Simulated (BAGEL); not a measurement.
# HF/3-21G (density fitting with qzvpp-jkfit) run of C3H4F2 (SMILES FC1(F)CC1)

Aim: the energy change on altering one bond length of C3H4F2 at HF/3-21G (density fitting with qzvpp-jkfit), from 2 runs. 

The calculation is run with BAGEL 1.2.2.

1 further run of the same task is left out (set aside as unsound or not needed).

## 1. The structure to begin with

The species is C3H4F2 (9 atoms), meant as a singlet with charge 0. As SMILES, `FC1(F)CC1`. The shape is that of a PBE0-D4/def2-TZVP optimisation.

Bond lengths: F1–C2 1.343 Å, C2–F3 1.343 Å, C2–C4 1.469 Å, C2–C5 1.469 Å, C4–C5 1.536 Å, C4–H6 1.082 Å, C4–H7 1.082 Å, C5–H8 1.082 Å, C5–H9 1.082 Å. Some angles: F1–C2–F3 109.3°, F1–C2–C4 119.5°, F1–C2–C5 119.5°, F3–C2–C4 119.5°, F3–C2–C5 119.5°, C4–C2–C5 63.1°, C2–C4–C5 58.5°, C2–C5–C4 58.5°, C2–C4–H6 117.6°, C2–C4–H7 117.6°.

## 2. The energy at HF/3-21G (density fitting with qzvpp-jkfit)

Contents of input.json:

```json
{ "bagel": [

{
  "title": "molecule",
  "basis": "3-21g",
  "df_basis": "qzvpp-jkfit",
  "angstrom": true,
  "geometry": [
    { "atom": "F", "xyz": [       1.653500,      -0.826400,       0.516900 ] },
    { "atom": "C", "xyz": [       0.571500,      -0.513600,      -0.214600 ] },
    { "atom": "F", "xyz": [       0.598200,      -1.204400,      -1.366000 ] },
    { "atom": "C", "xyz": [       0.068600,       0.866300,      -0.209800 ] },
    { "atom": "C", "xyz": [      -0.712600,      -0.275800,       0.457400 ] },
    { "atom": "H", "xyz": [       0.564000,       1.577900,       0.437800 ] },
    { "atom": "H", "xyz": [      -0.320000,       1.261000,      -1.139500 ] },
    { "atom": "H", "xyz": [      -1.609500,      -0.624100,      -0.038100 ] },
    { "atom": "H", "xyz": [      -0.725300,      -0.307300,       1.539100 ] }
  ]
},

{ "title": "hf" },

{ "title": "print", "file": "orbitals.molden", "orbitals": true }

]}
```

Started as:

```bash
$ BAGEL_NUM_THREADS=1 BAGEL input.json > input.out
```

What it wrote:

```text
* using 1 threads per process

  ===============================================================
  ===============================================================

  *** Geometry ***

  { "atom" : "F", "xyz" : [      3.124662,     -1.561670,      0.976799 ] },
  { "atom" : "C", "xyz" : [      1.079978,     -0.970563,     -0.405535 ] },
  { "atom" : "F", "xyz" : [      1.130434,     -2.275986,     -2.581366 ] },
  { "atom" : "C", "xyz" : [      0.129635,      1.637070,     -0.396465 ] },
  { "atom" : "C", "xyz" : [     -1.346619,     -0.521186,      0.864361 ] },
  { "atom" : "H", "xyz" : [      1.065806,      2.981799,      0.827322 ] },
  { "atom" : "H", "xyz" : [     -0.604712,      2.382945,     -2.153343 ] },
  { "atom" : "H", "xyz" : [     -3.041514,     -1.179378,     -0.071999 ] },
  { "atom" : "H", "xyz" : [     -1.370618,     -0.580713,      2.908477 ] },

  Number of auxiliary basis functions:      451

  Since a DF basis is specified, we compute 2- and 3-index integrals:
    o Being stored without compression. Storage requirement is 0.010 GB

  Number of basis functions:       53
  Number of electrons      :       40

    * METHOD: MOLECULE                             0.15

  *** RHF ***

  === Nuclear Repulsion ===
   184.9612838012

      * DIIS with orbital gradients will be used.

  === RHF iteration (3-21g) ===
      0       -312.90259139          0.02534749           0.03
      1       -313.01269146          0.01329855           0.03
      2       -313.04299741          0.00181052           0.03
      3       -313.04411150          0.00040735           0.03
      4       -313.04417327          0.00011860           0.03
      5       -313.04417991          0.00001974           0.03
      6       -313.04418010          0.00000529           0.03
      7       -313.04418012          0.00000157           0.03
      8       -313.04418012          0.00000041           0.03
      9       -313.04418012          0.00000017           0.03
     10       -313.04418012          0.00000005           0.03
     11       -313.04418012          0.00000002           0.03
     12       -313.04418012          0.00000000           0.03
    * SCF iteration converged.

    * Permanent dipole moment:
           (    0.705175,    -0.638305,    -0.267073) a.u.

    * METHOD: HF                                   0.49

    * METHOD: PRINT                                0.01

  ===============================================================
```

It took 0.78 s on 1 thread of Arm Neoverse V1, shared host; peak memory 0.081 GiB.

## 3. The distorted shape, same level

Contents of job.json:

```json
{ "bagel" : [

{
  "title" : "molecule",
  "basis" : "3-21g",
  "df_basis" : "qzvpp-jkfit",
  "angstrom" : true,
  "geometry" : [
    { "atom" : "F", "xyz" : [    1.649496,   -0.722804,    0.689571 ] },
    { "atom" : "C", "xyz" : [    0.567496,   -0.410004,   -0.041929 ] },
    { "atom" : "F", "xyz" : [    0.598200,   -1.204400,   -1.366000 ] },
    { "atom" : "C", "xyz" : [    0.064596,    0.969896,   -0.037129 ] },
    { "atom" : "C", "xyz" : [   -0.716604,   -0.172204,    0.630071 ] },
    { "atom" : "H", "xyz" : [    0.559996,    1.681496,    0.610471 ] },
    { "atom" : "H", "xyz" : [   -0.324004,    1.364596,   -0.966829 ] },
    { "atom" : "H", "xyz" : [   -1.613504,   -0.520504,    0.134571 ] },
    { "atom" : "H", "xyz" : [   -0.729304,   -0.203704,    1.711771 ] }
  ]
},
{ "title" : "hf" },
{ "title" : "print", "file" : "orbitals.molden", "orbitals" : true }

]}
```

Started as:

```bash
$ BAGEL_NUM_THREADS=1 BAGEL job.json > job.out
```

What it wrote:

```text
* using 1 threads per process

  ===============================================================
  ===============================================================

  *** Geometry ***

  { "atom" : "F", "xyz" : [      3.117096,     -1.365902,      1.303100 ] },
  { "atom" : "C", "xyz" : [      1.072412,     -0.774795,     -0.079234 ] },
  { "atom" : "F", "xyz" : [      1.130434,     -2.275986,     -2.581366 ] },
  { "atom" : "C", "xyz" : [      0.122069,      1.832838,     -0.070164 ] },
  { "atom" : "C", "xyz" : [     -1.354185,     -0.325418,      1.190662 ] },
  { "atom" : "H", "xyz" : [      1.058239,      3.177567,      1.153623 ] },
  { "atom" : "H", "xyz" : [     -0.612279,      2.578713,     -1.827042 ] },
  { "atom" : "H", "xyz" : [     -3.049081,     -0.983610,      0.254302 ] },
  { "atom" : "H", "xyz" : [     -1.378185,     -0.384945,      3.234778 ] },

  Number of auxiliary basis functions:      451

  Since a DF basis is specified, we compute 2- and 3-index integrals:
    o Being stored without compression. Storage requirement is 0.010 GB

  Number of basis functions:       53
  Number of electrons      :       40

    * METHOD: MOLECULE                             0.16

  *** RHF ***

  === Nuclear Repulsion ===
   178.9292417188

      * DIIS with orbital gradients will be used.

  === RHF iteration (3-21g) ===
      0       -312.85253258          0.02722208           0.03
      1       -312.97333664          0.01637990           0.03
      2       -313.02152505          0.00211575           0.03
      3       -313.02328189          0.00055595           0.03
      4       -313.02340420          0.00017415           0.03
      5       -313.02342042          0.00004851           0.03
      6       -313.02342135          0.00002021           0.03
      7       -313.02342150          0.00000497           0.03
      8       -313.02342151          0.00000232           0.03
      9       -313.02342152          0.00000086           0.03
     10       -313.02342152          0.00000031           0.03
     11       -313.02342152          0.00000014           0.03
     12       -313.02342152          0.00000005           0.03
     13       -313.02342152          0.00000002           0.03
     14       -313.02342152          0.00000001           0.03
    * SCF iteration converged.

    * Permanent dipole moment:
           (    0.770502,    -0.829189,    -0.517367) a.u.

    * METHOD: HF                                   0.54

    * METHOD: PRINT                                0.01

  ===============================================================
```

Wall time 0.85 s (1 thread of Arm Neoverse V1, shared host); peak memory 0.081 GiB.

## 4. Summary of results

Level: HF/3-21G (density fitting with qzvpp-jkfit).

| quantity | value |
| --- | --- |
| first shape: total energy | -313.04418 Eh |
| first shape: dipole moment | 2.51 D |
| first shape: HOMO energy | -11.95 eV |
| first shape: LUMO energy | 6.74 eV |
| first shape: HOMO–LUMO gap | 18.69 eV |
| distorted shape: total energy | -313.02342 Eh |
| distorted shape: dipole moment | 3.16 D |
| distorted shape: HOMO energy | -12.45 eV |
| distorted shape: LUMO energy | 5.88 eV |
| distorted shape: HOMO–LUMO gap | 18.33 eV |
| energy change with the C2–F3 bond stretched from 1.343 to 1.544 Å | 0.565 eV |

In words: With the C2–F3 bond stretched from 1.343 to 1.544 Å the energy rises by 0.56 eV (54.5 kJ/mol). The first shape isn't relaxed at this level, so the change isn't measured from a minimum.
